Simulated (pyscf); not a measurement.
Single points on ωB97X-D3(BJ)/def2-SVP structures (PySCF, gas phase).

**Question.** What is the homolytic dissociation enthalpy (298 K, ωB97M-D3(BJ)/def2-TZVP) of the O–Si bond of `[F][Zr]([F])([F])[O][SiH3]`, to [O–Zr(F)(F)–F]• + SiH₃•?

**Answer.** O–Si to [O–Zr(F)(F)–F]• + SiH₃•: 572.7 kJ/mol. The 7 functionals that were run give +544.3 (PBE) to +578.0 kJ/mol (M06-2X). The radicals are drawn with the spin at the cut bond; how far it spreads was not checked. Other isomers of [O–Zr(F)(F)–F]• were not searched in full and may lie lower. Open-shell species with a d-block atom are single-reference here; other states, and whether the spin sits on metal or ligand, were not checked. Elements past Kr carry the def2 core potentials, without spin-orbit coupling.
